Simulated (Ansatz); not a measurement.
YF3 (Pnma, No. 62), treated with PBEsol in Ansatz (PAW).

Numerical settings: plane-wave cutoff 520 eV, 6×6×8 k mesh (along the axes of the cell as run), Fermi–Dirac smearing 0.01 eV, scalar-relativistic PAW data made under PBE.

Cell (measured lattice):

Space group Pnma (No. 62); a = 6.3537 Å, b = 6.8545 Å, c = 4.3953 Å, α = β = γ = 90.00°

```
atom  site  symmetry       x       y       z
----  ----  --------  ------  ------  ------
Y       4c       .m.  0.3673  0.2500  0.0591
F       4c       .m.  0.0227  0.2500  0.9090
F       8d         1  0.1652  0.0643  0.3755
```

**Question.** What does this level give for the band gap, smallest direct gap on the k points sampled and direct gap at Γ?

**Answer.** 
* **band gap**: 7.79 eV
* **smallest direct gap on the k points sampled**: 7.80 eV
* **direct gap at Γ**: 7.85 eV

Note: cell and atoms aren't relaxed at this level (largest force component 0.07 eV/Å, pressure -1.4 GPa).

Spin–orbit coupling is not included.

Computed values are for the static lattice.

Ansatz is a first-principles code.
